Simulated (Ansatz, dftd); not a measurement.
Reaction: COS (sulfanylidenemethanone, SMILES S=C=O) + H+ → CHOS+ (SMILES O=C=[SH+])
Each species at its own B3LYP-D3(BJ)/def2-TZVP minimum (Ansatz, a quantum-chemistry and plane-wave program), one conformer.

Quantity: proton affinity (electronic), positive where energy is released, in kcal/mol. UHF or UKS for unpaired electrons; spin-orbit terms are left out. Correlated methods leave the cores frozen. Rows without X2C or -DK are non-relativistic. CBS(X,Y): correlation extrapolated as X^-3, Hartree-Fock from the larger set (Q,5: extrapolated as (X+1)exp(-9√X)). A bracket is a step between two methods taken in the basis named. Functionals run without relativity, which enters their misses. Double hybrids freeze cores in their MP2 part. 'core' is core correlation in cc-pwCVTZ (1s frozen past Ne), 'X2C' scalar relativity in cc-pVTZ-DK, both at CCSD(T).

| level | program | proton affinity (kcal/mol) | difference against the last row |
|---|---|---|---|
| HF/cc-pV(D+d)Z | Ansatz | 156.1 | 2.9 |
| PBE-D4/def2-TZVPD | Ansatz + dftd4 | 151.1 | -2.1 |
| r2SCAN-D4/def2-TZVPD | Ansatz + dftd4 | 150.5 | -2.7 |
| PBE0-D3(BJ)/def2-TZVPD | Ansatz + dftd3 | 152.3 | -0.9 |
| r2SCANh-D4/def2-TZVPD | Ansatz + dftd4 | 150.6 | -2.6 |
| CAM-B3LYP-D3(BJ)/def2-TZVPD | Ansatz + dftd3 | 151.5 | -1.7 |
| B2GP-PLYP-D3(BJ)/def2-TZVPD | Ansatz + dftd3 | 151.3 | -1.9 |
| B2GP-PLYP/def2-TZVPD | Ansatz | 151.1 | -2.1 |
| CCSD/cc-pV(Q+d)Z | Ansatz | 156.5 | 3.3 |
| CCSD(T)/cc-pV(5+d)Z | Ansatz | 153.9 | 0.7 |
| CCSD(T)/CBS(cc-pV(Q+d)Z,cc-pV(5+d)Z) | Ansatz | 153.3 | 0.1 |
| CCSDT(Q)/cc-pV(D+d)Z | Ansatz | 158.9 | 5.7 |
| CCSD(T)/CBS(cc-pV(Q+d)Z,cc-pV(5+d)Z) + [CCSDT(Q) - CCSD(T)]/cc-pV(T+d)Z + core + X2C | Ansatz | 153.2 | 0.0 |
